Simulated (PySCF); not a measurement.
Species: 1-chloro-1-fluoroallene, C₃H₂ClF.
InChI=1S/C3H2ClF/c1-2-3(4)5/h1H2

Computed with B3LYP/def2-SVPD in PySCF (dipole) on a GFN2-xTB geometry, gas phase.

Masses are those of the commonest isotopes; rigid-rotor values at the optimised geometry. 

Task: Give the principal moments of inertia and the rotational constants in MHz.

Result: Ia = 76.06, Ib = 177.57, Ic = 250.22 u·Å²; 505379 MHz·u·Å²/I gives A = 6645, B = 2846, C = 2020 MHz.

Task: Classify the top.

Result: An asymmetric top; Ray's κ = -0.643.

Task: Is it planar, by Δ = Ic − Ia − Ib?

Result: Not planar: Δ = Ic − Ia − Ib = -3.40 u·Å². For a rigid frame Δ = −2 Σ m c², so Σ m c² = 1.70 u·Å² lies off the ab plane, practically all of it from hydrogen. The atom farthest from that plane is 0.92 Å away.

Task: List the rotational levels J(Ka,Kc) to J = 2 (cm⁻¹).

Result: Above 0(0,0):
J = 1: 1(0,1) 0.1623, 1(1,1) 0.2890, 1(1,0) 0.3166
J = 2: 2(0,2) 0.4829, 2(1,2) 0.5861, 2(1,1) 0.6688, 2(2,1) 1.0489, 2(2,0) 1.0529
The levels of one J sum to (2J + 1)J(J + 1)(A + B + C)/3.

Task: Predict some low-J microwave lines.

Result: The dipole components are |μa| = 1.91 D, |μb| = 1.07 D, |μc| = 0.00 D; the mirror of this Cs structure is the ab plane, so μc vanishes by symmetry and there are no c-type lines. The squared components, which scale the intensities, stand as 1.00 : 0.31 (a : b). Some lines, for components of 0.1 D or more:

```tsv
type	branch	J(Ka,Kc)	MHz	lower level (cm⁻¹)
a	Q	1(1,0) ← 1(1,1)	826	0.289
b	R	3(1,2) ← 2(2,1)	4359	1.049
a	R	1(0,1) ← 0(0,0)	4866	0.000
b	Q	2(1,1) ← 2(0,2)	5572	0.483
b	R	2(0,2) ← 1(1,1)	5812	0.289
b	Q	3(1,2) ← 3(0,3)	7197	0.954
a	R	2(1,2) ← 1(1,1)	8905	0.289
a	R	2(1,1) ← 1(1,0)	10558	0.317
b	Q	3(2,1) ← 3(1,2)	10826	1.194
b	Q	2(2,0) ← 2(1,1)	11517	0.669
b	R	2(1,2) ← 1(0,1)	12704	0.162
a	R	3(1,3) ← 2(1,2)	13287	0.586
b	Q	2(2,1) ← 2(1,2)	13875	0.586
a	R	3(0,3) ← 2(0,2)	14131	0.483
a	R	3(2,2) ← 2(2,1)	14597	1.049
b	Q	3(2,2) ← 3(1,3)	15185	1.029
a	R	3(1,2) ← 2(1,1)	15755	0.669
b	R	3(1,3) ← 2(0,2)	16380	0.483
b	Q	3(3,0) ← 3(2,1)	20553	1.555
b	R	2(2,1) ← 1(1,0)	21954	0.317
b	R	3(2,1) ← 2(1,2)	29060	0.586
b	R	3(3,0) ← 2(2,1)	35738	1.049
```

Stationary, but not proved a minimum. Zero-point vibration and centrifugal distortion are left out. Quadrupole hyperfine structure (35Cl) is left out.

On an Arm Neoverse V2 with one thread, no GPU (shared host), this took 7.0 s wall. This is the B3LYP/def2-SVPD job that gave the dipole, with the excitations it also computed.
